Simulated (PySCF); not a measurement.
Compound: F₂H₂Si.
SMILES: `[SiH2](F)F`

The calculation used PySCF 2.14.0, density-fitted response routines, TDDFT wB97X-D/def2-SVPD, vertical, gas phase, core orbitals frozen in the response. Isolated species at its GFN2-xTB geometry, gas phase.

```
state  E (eV)  λ (nm)  ν̃ (cm⁻¹)       f  symmetry  main configurations (H = HOMO, L = LUMO)
   S1    8.69   142.7      70060  0.0000         –                                 H→L (99%)
   S2    9.20   134.8      74180   0.069  B1 or B2                               H→L+1 (91%)
   S3   10.20   121.6      82250   0.110  B1 or B2                               H→L+2 (86%)
   S4   10.86   114.2      87570   0.081  B1 or B2                H-1→L (79%), H-2→L+1 (16%)
   S5   10.91   113.7      87980  0.0023        A1                               H-2→L (90%)
   S6   11.20   110.7      90350   0.069  B1 or B2                               H-3→L (91%)
   S7   11.27   110.0      90870   0.107        A1                             H-1→L+1 (87%)
   S8   11.37   109.1      91670   0.109  B1 or B2                H-2→L+1 (78%), H-1→L (16%)
```

Triplets, Tamm–Dancoff:

```
state  E (eV)  λ (nm)  main configurations (H = HOMO, L = LUMO)
   T1    8.23   150.7                                 H→L (96%)
   T2    8.50   145.9                   H→L+1 (84%), H→L+2 (8%)
   T3    9.84   125.9                  H→L+2 (62%), H→L+3 (29%)
```

The lowest singlet lies at 8.69 eV (143 nm, vacuum ultraviolet) and is dark (f under 0.0005); its leading configuration is HOMO→LUMO (99%). The largest oscillator strength of a single state is 0.110. Löwdin shares by element: HOMO hydrogen 43%, silicon 31%, fluorine 13% or more; LUMO silicon 44%, hydrogen 31%, fluorine 12% or more. The listed states span 2.68 eV, and the widest gap between neighbours is 1.00 eV (S2 to S3). Orbital energies (eV): HOMO-3 -14.47, HOMO-2 -14.04, HOMO-1 -13.97, HOMO -12.14, LUMO 1.86, LUMO+1 2.06, LUMO+2 2.53. Of the 8 states listed, 6 reach f = 0.01 and 1 stays under 0.0005. Symmetry labels in C2v follow from the direction of the transition dipole and are given only for states with f of 0.002 or more; B1 and B2 swap with the choice of axes. Only the lowest 8 singlets were computed, as vertical energies without vibronic structure.
